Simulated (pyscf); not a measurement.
**Addition across a multiple bond or ene-type step: O=V(Cl)(Cl)–Cl + hydrogen chloride (HCl) → HO–V(Cl)(Cl)(Cl)–Cl**

Gas phase, singlet surface, charge 0. Bonds broken: Cl6–H7. Bonds formed: O1–H7, V2–Cl6. Structures and frequencies: ωB97X-D3(BJ)/def2-SVP in PySCF.

Transition state (Å):

```xyz
7

O      0.2530     0.6193     0.5847
V     -1.0575    -0.1678    -0.0116
Cl    -0.7248    -2.0633    -0.8871
Cl    -2.6592     1.0213    -0.7122
Cl    -1.9699    -0.8414     1.7859
Cl     0.1984     0.7342    -2.0306
H      0.6646     0.9327    -0.3737
```

One imaginary mode, 705i cm⁻¹; descent along it reached the two sides named.

| bond | change | reactant side (Å) | saddle | product side |
|---|---|---|---|---|
| Cl6–H7 | breaks | 1.284 | 1.733 | 2.444 |
| O1–H7 | forms | 2.520 | 1.089 | 0.972 |
| V2–Cl6 | forms | 3.6 | 2.543 | 2.246 |

Electronic energies relative to the separated reactants (eV):

```
level                   barrier  reaction energy  reverse barrier
----------------------  -------  ---------------  ---------------
ωB97X-D3(BJ)/def2-TZVP     1.24            +0.90             0.34
PBE/def2-TZVP              0.91            +0.64             0.27
r²SCAN/def2-TZVP           0.90            +0.61             0.30
B3LYP-D3(BJ)/def2-TZVP     1.06            +0.73             0.34
PBE0-D3(BJ)/def2-TZVP      1.03            +0.73             0.30
M06-2X/def2-TZVP           1.20            +0.93             0.27
ωB97M-D3(BJ)/def2-TZVP     1.35            +1.03             0.32
HF/def2-TZVP               2.03            +1.64             0.39
```

With ωB97M-D3(BJ)/def2-TZVP energies and thermal terms (ideal gas, 1 atm, RRHO with modes under 100 cm⁻¹ raised to 100, one conformer, R ln 2 for chiral ones without a mode under 150 cm⁻¹), in eV:

```csv
T (K),ΔH‡,ΔG‡,ΔH,ΔG
298,1.32,1.75,+1.13,+1.56
600,1.32,2.20,+1.16,+1.99
900,1.33,2.64,+1.19,+2.41
1200,1.35,3.07,+1.23,+2.81
```

One saddle was located; it need not be the lowest between these sides.
